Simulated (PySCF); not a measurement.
Broadened absorption spectrum of protonated hydrogen cyanide Ion

Compound: protonated hydrogen cyanide Ion, CH2N (charge +1).
Numbering: `[CH:1]#[NH+:2]` (hydrogens: H3 on C1; H4 on N2)

Computed with TDDFT wB97X-D/def2-SVPD, vertical, gas phase, core orbitals frozen in the response in PySCF. Geometry: PBE0-D3(BJ)/def2-SVP; no solvent, vibrations or thermal averaging.

Computed states:

```tsv
state	E (eV)	f
S1	8.45	0.0000
S2	8.81	0.0000
S3	8.81	0.0000
S4	12.96	0.012
S5	12.96	0.012
S6	13.55	0.858
S7	13.89	0.020
S8	13.89	0.020
S9	14.18	0.082
S10	14.18	0.082
```

Broadening: Gaussians 0.3 eV wide at half height, area fixed by f = 4.319×10⁻⁹ ∫ε dν̃. The cross-section is σ = 3.8235×10⁻²¹ ε cm², given in Mb (10⁻¹⁸ cm²). The width is an assumption, not a result. The curve ends short of the highest state used, and states not computed would add to its high-energy end.

Problem. What does the envelope look like, and where are its maxima?

Solution. 
```json
{"E (eV)": "8.00", "σ (Mb)": "0.00"}
{"E (eV)": "8.13", "σ (Mb)": "0.00"}
{"E (eV)": "8.26", "σ (Mb)": "0.00"}
{"E (eV)": "8.39", "σ (Mb)": "0.00"}
{"E (eV)": "8.52", "σ (Mb)": "0.00"}
{"E (eV)": "8.65", "σ (Mb)": "0.00"}
{"E (eV)": "8.78", "σ (Mb)": "0.00"}
{"E (eV)": "8.91", "σ (Mb)": "0.00"}
{"E (eV)": "9.04", "σ (Mb)": "0.00"}
{"E (eV)": "9.17", "σ (Mb)": "0.00"}
{"E (eV)": "9.30", "σ (Mb)": "0.00"}
{"E (eV)": "9.43", "σ (Mb)": "0.00"}
{"E (eV)": "9.56", "σ (Mb)": "0.00"}
{"E (eV)": "9.69", "σ (Mb)": "0.00"}
{"E (eV)": "9.82", "σ (Mb)": "0.00"}
{"E (eV)": "9.95", "σ (Mb)": "0.00"}
{"E (eV)": "10.08", "σ (Mb)": "0.00"}
{"E (eV)": "10.21", "σ (Mb)": "0.00"}
{"E (eV)": "10.34", "σ (Mb)": "0.00"}
{"E (eV)": "10.47", "σ (Mb)": "0.00"}
{"E (eV)": "10.60", "σ (Mb)": "0.00"}
{"E (eV)": "10.73", "σ (Mb)": "0.00"}
{"E (eV)": "10.86", "σ (Mb)": "0.00"}
{"E (eV)": "10.99", "σ (Mb)": "0.00"}
{"E (eV)": "11.12", "σ (Mb)": "0.00"}
{"E (eV)": "11.25", "σ (Mb)": "0.00"}
{"E (eV)": "11.38", "σ (Mb)": "0.00"}
{"E (eV)": "11.51", "σ (Mb)": "0.00"}
{"E (eV)": "11.64", "σ (Mb)": "0.00"}
{"E (eV)": "11.77", "σ (Mb)": "0.00"}
{"E (eV)": "11.90", "σ (Mb)": "0.00"}
{"E (eV)": "12.03", "σ (Mb)": "0.00"}
{"E (eV)": "12.15", "σ (Mb)": "0.00"}
{"E (eV)": "12.28", "σ (Mb)": "0.00"}
{"E (eV)": "12.41", "σ (Mb)": "0.00"}
{"E (eV)": "12.54", "σ (Mb)": "0.04"}
{"E (eV)": "12.67", "σ (Mb)": "0.63"}
{"E (eV)": "12.80", "σ (Mb)": "3.74"}
{"E (eV)": "12.93", "σ (Mb)": "7.88"}
{"E (eV)": "13.06", "σ (Mb)": "6.04"}
{"E (eV)": "13.19", "σ (Mb)": "6.97"}
{"E (eV)": "13.32", "σ (Mb)": "57.83"}
{"E (eV)": "13.45", "σ (Mb)": "216.52"}
{"E (eV)": "13.58", "σ (Mb)": "287.42"}
```

Maxima: 96 nm (12.96 eV), ε about 2100, made up of S4 (50%) and S5 (50%); 92 nm (13.55 eV), ε about 77000, made up of S6 (100%) (ε in L mol⁻¹ cm⁻¹; maxima over ε = 5, shares over 10%).

Problem. What would ε be at 13.55 eV, the highest of these maxima, with half the width (0.15 eV)?

Solution. About 154000 L mol⁻¹ cm⁻¹ against 77200, a factor of about 2.00; a lone state at its own centre would give exactly 2.

Problem. Coming from long wavelengths, where does ε first pass 100 L mol⁻¹ cm⁻¹?

Solution. At about 98 nm (12.64 eV), 4.19 eV above S1.

All these states lie below the vertical ionisation energy of 23.03 eV (ΔSCF).
